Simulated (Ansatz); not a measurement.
Geometry optimisation, UHF/def2-SVP in Ansatz 0.2.0.

The input (input.yaml):

```yaml
crystal:
  periodic: [false, false, false]
  atoms:
    - { symbol: B, position_ang: [-0.3229, 0.9649, -0.8466] }
    - { symbol: "N", position_ang: [0.8227, 0.2803, -0.2498] }
    - { symbol: C, position_ang: [0.3293, -0.7714, 0.6318] }
    - { symbol: H, position_ang: [-1.0615, 0.4372, -1.5496] }
    - { symbol: H, position_ang: [-0.5129, 2.1599, -0.6896] }
    - { symbol: H, position_ang: [-0.2394, -0.3329, 1.4789] }
    - { symbol: H, position_ang: [1.2708, -1.2818, 1.0875] }
    - { symbol: H, position_ang: [-0.194, -1.5134, 0.0817] }
magnetization:
  spin_polarized: true
  initial_magnetization: 1
basis:
  gaussian: { orbitals: def2-SVP }
hamiltonian:
  xc: hf
relax:
  f_tol: 0.015
  max_steps: 40
```

Command:

```bash
$ ansatz run input.yaml --threads 1 --pin off --max-ram 2048MiB --backend cpu --events-out ev --progress --plain --runs-dir out
```

Q: Where does it end, and by what steps?

A: It converged. After 11 steps the energy has fallen by 0.651 eV; N2 moved furthest, 0.79 Å.

```tsv
step	energy less start (eV)	largest force component (eV/Å)	accepted
0	0.0000	3.874	yes
1	-0.3271	1.327	yes
2	-0.4328	0.759	yes
3	-0.5429	0.881	yes
4	-0.5878	0.502	yes
5	-0.6300	0.276	yes
6	-0.6373	0.644	yes
7	-0.6431	0.309	yes
8	-0.6387	0.387	no
9	-0.6498	0.087	yes
10	-0.6505	0.027	yes
11	-0.6505	0.004	yes
```

```xyz
8
Properties=species:S:1:pos:R:3
B -0.382 1.108 -0.975
N 0.079 0.311 0.024
C 0.346 -0.845 0.784
H -0.982 0.595 -1.888
H -0.189 2.294 -0.934
H -0.097 -0.786 1.780
H 1.417 -1.030 0.881
H -0.099 -1.704 0.271
```

The run took 15 s on 1 thread of Arm Neoverse V1, with other jobs on the host, peak memory 0.12 GiB.
